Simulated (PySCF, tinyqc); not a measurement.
Worked calculation: FCI on RHF in the sto-6g basis, for OH-, spin multiplicity 1. The basis has no diffuse functions, so it cannot describe the extra electron: this is an exercise in the method, not the real anion. The lowest restricted solution is unstable here: a spin-polarised one lies 0.0173 hartree lower (PySCF). One step of it, computed by the program tinyqc.

Question. FCI: determinants and Hamiltonian. Slater-Condon rules over spin orbitals, with the nuclear repulsion added and E(HF) subtracted on the diagonal. Only determinants linked to the reference directly or through others are kept (one block of an abelian symmetry group), so some states are absent.

one-electron integrals over orbitals h = C^T H C (hartree):
```
            1          2          3          4          5          6
1  -32.223949   0.638317   0.000000   0.000000  -0.077456   0.065449
2    0.638317  -7.248925   0.000000   0.000000   0.382593  -0.300886
3    0.000000   0.000000  -6.765068   0.000000   0.000000   0.000000
4    0.000000   0.000000   0.000000  -6.765068   0.000000   0.000000
5   -0.077456   0.382593   0.000000   0.000000  -3.764239  -1.624389
6    0.065449  -0.300886   0.000000   0.000000  -1.624389  -5.940184
```

Two-electron integrals over orbitals (pq|rs), unique and non-zero (hartree):
```
(11|11) 4.764916    (21|11) -0.480813   (21|21) 0.077880    (22|11) 1.120542
(22|21) -0.022509   (22|22) 0.785725    (31|31) 0.026613    (32|31) 0.035626
(32|32) 0.170162    (33|11) 1.117109    (33|21) -0.012947   (33|22) 0.799249
(33|33) 0.880663    (41|41) 0.026613    (42|41) 0.035626    (42|42) 0.170162
(43|43) 0.047461    (44|11) 1.117109    (44|21) -0.012947   (44|22) 0.799249
(44|33) 0.785741    (44|44) 0.880663    (51|11) 0.060653    (51|21) -0.010213
(51|22) 0.002075    (51|33) 0.001593    (51|44) 0.001593    (51|51) 0.005883
(52|11) -0.096313   (52|21) 0.002582    (52|22) -0.054987   (52|33) -0.054255
(52|44) -0.054255   (52|51) 0.006564    (52|52) 0.051652    (53|31) -0.004053
(53|32) -0.017648   (53|53) 0.011825    (54|41) -0.004053   (54|42) -0.017648
(54|54) 0.011825    (55|11) 0.471919    (55|21) -0.002696   (55|22) 0.410418
(55|33) 0.399887    (55|44) 0.399887    (55|51) 0.000756    (55|52) 0.036533
(55|55) 0.616153    (61|11) -0.050592   (61|21) 0.007505    (61|22) -0.004135
(61|33) -0.001377   (61|44) -0.001377   (61|51) 0.009132    (61|52) 0.015409
(61|55) 0.000953    (61|61) 0.023255    (62|11) 0.054091    (62|21) -0.002889
(62|22) 0.020963    (62|33) 0.030936    (62|44) 0.030936    (62|51) 0.013627
(62|52) 0.068505    (62|55) 0.016478    (62|61) 0.028800    (62|62) 0.132274
(63|31) 0.003405    (63|32) 0.013664    (63|53) 0.017700    (63|63) 0.039241
(64|41) 0.003405    (64|42) 0.013664    (64|54) 0.017700    (64|64) 0.039241
(65|11) 0.320617    (65|21) -0.004551   (65|22) 0.201544    (65|33) 0.198201
(65|44) 0.198201    (65|51) -0.000935   (65|52) -0.049873   (65|55) -0.099700
(65|61) -0.004105   (65|62) -0.004415   (65|65) 0.176347    (66|11) 0.966686
(66|21) -0.011287   (66|22) 0.698792    (66|33) 0.687849    (66|44) 0.687849
(66|51) 0.004069    (66|52) -0.017259   (66|55) 0.494491    (66|61) 0.004679
(66|62) 0.043824    (66|65) 0.134880    (66|66) 0.705078
```

nuclear repulsion = 2.43860466 hartree

Hartree-Fock energy = -74.68348926 hartree

Give: determinants; H - E(HF) between determinants.

Answer.

Occupation strings over the orbitals (2 doubly, a alpha, b beta, 0 empty; spin orbitals ordered 1a 1b 2a 2b ...): 222220 2222ab 2a222b a2222b 2222ba 2b222a b2222a 222202 2a22b2 a222b2 222022 220222 2b22a2 202222 ab2222 b222a2 ba2222 022222

H - E(HF) between determinants (hartree):
```
         222220   2222ab   2a222b   a2222b   2222ba   2b222a   b2222a   222202
222220   0.0000   0.0000   0.0000   0.0000   0.0000   0.0000   0.0000   0.1763
2222ab   0.0000   0.2677   0.0128  -0.0082  -0.1763   0.0044   0.0041   0.2346
2a222b   0.0000   0.0128   0.8284   0.0401   0.0044  -0.1323  -0.0288   0.0499
a2222b   0.0000  -0.0082   0.0401  19.7200   0.0041  -0.0288  -0.0233   0.0009
2222ba   0.0000  -0.1763   0.0044   0.0041   0.2677   0.0128  -0.0082  -0.2346
2b222a   0.0000   0.0044  -0.1323  -0.0288   0.0128   0.8284   0.0401  -0.0499
b2222a   0.0000   0.0041  -0.0288  -0.0233  -0.0082   0.0401  19.7200  -0.0009
222202   0.1763   0.2346   0.0499   0.0009  -0.2346  -0.0499  -0.0009   0.8676
2a22b2   0.0044  -0.0499   0.0667  -0.0046   0.0273  -0.0685  -0.0136  -0.0666
a222b2   0.0041  -0.0009  -0.0046   0.1857   0.0037  -0.0154  -0.0091   0.0115
222022   0.0392  -0.0177  -0.0137  -0.0034   0.0177   0.0137   0.0034   0.0118
220222   0.0392  -0.0177  -0.0137  -0.0034   0.0177   0.0137   0.0034   0.0118
2b22a2  -0.0044   0.0273  -0.0685  -0.0136  -0.0499   0.0667  -0.0046   0.0666
202222   0.1323  -0.0685   0.0229   0.0029   0.0685  -0.0229  -0.0029   0.0517
ab2222  -0.0288   0.0136  -0.0029   0.0103  -0.0154   0.0088  -0.0075  -0.0066
b222a2  -0.0041   0.0037  -0.0154  -0.0091  -0.0009  -0.0046   0.1857  -0.0115
ba2222   0.0288  -0.0154   0.0088  -0.0075   0.0136  -0.0029   0.0103   0.0066
022222   0.0233  -0.0091  -0.0075   0.0553   0.0091   0.0075  -0.0553   0.0059

         2a22b2   a222b2   222022   220222   2b22a2   202222   ab2222   b222a2
222220   0.0044   0.0041   0.0392   0.0392  -0.0044   0.1323  -0.0288  -0.0041
2222ab  -0.0499  -0.0009  -0.0177  -0.0177   0.0273  -0.0685   0.0136   0.0037
2a222b   0.0667  -0.0046  -0.0137  -0.0137  -0.0685   0.0229  -0.0029  -0.0154
a2222b  -0.0046   0.1857  -0.0034  -0.0034  -0.0136   0.0029   0.0103  -0.0091
2222ba   0.0273   0.0037   0.0177   0.0177  -0.0499   0.0685  -0.0154  -0.0009
2b222a  -0.0685  -0.0154   0.0137   0.0137   0.0667  -0.0229   0.0088  -0.0046
b2222a  -0.0136  -0.0091   0.0034   0.0034  -0.0046  -0.0029  -0.0075   0.1857
222202  -0.0666   0.0115   0.0118   0.0118   0.0666   0.0517  -0.0066  -0.0115
2a22b2   1.0183   0.0487   0.0176   0.0176  -0.0517   0.0249   0.0026  -0.0066
a222b2   0.0487  19.7035   0.0041   0.0041  -0.0066  -0.0026  -0.0662  -0.0059
222022   0.0176   0.0041   0.2274   0.0475  -0.0176   0.1702  -0.0356  -0.0041
220222   0.0176   0.0041   0.0475   0.2274  -0.0176   0.1702  -0.0356  -0.0041
2b22a2  -0.0517  -0.0066  -0.0176  -0.0176   1.0183  -0.0249   0.0102   0.0487
202222   0.0249  -0.0026   0.1702   0.1702  -0.0249   1.7501  -0.0289   0.0026
ab2222   0.0026  -0.0662  -0.0356  -0.0356   0.0102  -0.0289  20.7086   0.0102
b222a2  -0.0066  -0.0059  -0.0041  -0.0041   0.0487   0.0026   0.0102  19.7035
ba2222   0.0102   0.0102   0.0356   0.0356   0.0026   0.0289  -0.0779  -0.0662
022222   0.0102  -0.0484   0.0266   0.0266  -0.0102   0.0779   0.4294   0.0484

         ba2222   022222
222220   0.0288   0.0233
2222ab  -0.0154  -0.0091
2a222b   0.0088  -0.0075
a2222b  -0.0075   0.0553
2222ba   0.0136   0.0091
2b222a  -0.0029   0.0075
b2222a   0.0103  -0.0553
222202   0.0066   0.0059
2a22b2   0.0102   0.0102
a222b2   0.0102  -0.0484
222022   0.0356   0.0266
220222   0.0356   0.0266
2b22a2   0.0026  -0.0102
202222   0.0289   0.0779
ab2222  -0.0779   0.4294
b222a2  -0.0662   0.0484
ba2222  20.7086  -0.4294
022222  -0.4294  42.9767
```
